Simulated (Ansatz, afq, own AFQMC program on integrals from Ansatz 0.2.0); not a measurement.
## Where AFQMC and coupled cluster stand for CH$_{2}$, singlet

```yaml
atoms:
  - { symbol: C, position_ang: [0.0000, -0.1011, 0.0000] }
  - { symbol: H, position_ang: [0.0000, 0.6021, -0.8621] }
  - { symbol: H, position_ang: [0.0000, 0.6021, 0.8621] }
```

Basis cc-pVDZ. Only valence electrons are correlated. Integrals, coupled cluster, full CI and functionals: Ansatz 0.2.0; the random walks run on the same integrals in our own AFQMC program. ph-AFQMC/CISD is guided by a CISD state made of CCSD amplitudes; releasing the constraint for a short imaginary time cuts its bias at the price of noise, slowly where states lie close. Free projection: walkers drawn from exp(T), propagated without any constraint. Its projection time is finite, and what remains of the start isn't in its error. Error bars are statistical, one sigma.

Determinant: RHF, the one that the program's search chose, which needn't be the lowest solution. The geometry is a PBE0/def2-TZVP stationary point of this or a neighbouring charge and spin state.

Full CI on the same integrals is exact in this basis and with this determinant's frozen core.

Cautions: another spin lies lower; restricted determinant unstable towards unrestricted (UHF 496 meV lower, ⟨S²⟩ 0.71); the released energies move by 1.5 errors or more from one time to the next, so no released level is given (meV from the phaseless value at times in 1/Eh: -2 ± 7 at 0.24, -7 ± 6 at 0.51, -12 ± 7 at 0.99, -17 ± 6 at 1.62, 8 ± 7 at 2.40), though the last usable value meets full CI within the noise.

* T1 diagnostic: 0.0088
* weight of the determinant in the CISD state: 0.922
* size of the correlated space: 6 electrons in 23 orbitals

| level | correlation energy (eV) |
| --- | --- |
| MP2 | -3.0015 |
| CCSD | -3.7644 |
| CCSD(T) | -3.8434 |

(1) Estimate where phaseless AFQMC with a CISD trial lies against CCSD(T) on the same integrals.

(1) 0.61 ± 0.12 kcal/mol below CCSD(T).

Reference: full CI, correlation energy -3.868 eV.

| level | E − E(reference) (kcal/mol) | share of correlation (%) |
| --- | --- | --- |
| CCSD(T) | 0.57 | 99.36 |
| CCSDT | 0.12 | 99.87 |
| CCSDT(Q) | 0.02 | 99.98 |
| CCSDTQ | 0.00 | 100.00 |
| ph-AFQMC/CISD | -0.04 ± 0.12 | 100.04 |
| free AFQMC | -0.19 ± 0.18 | 100.21 |

CCSDT and higher add their correlation energy to the determinant of the CCSD(T) run, since their own runs factorise the integrals more tightly (a shift of under 2 meV). Free projections are given only where their last times agree within the noise and don't stop above the reference; a slow remainder of the start can still hide under it. A walk keeps the symmetry of its determinant, which the program's search chose and which needn't be the lowest solution, so a lower state of the same spin and another symmetry isn't excluded.
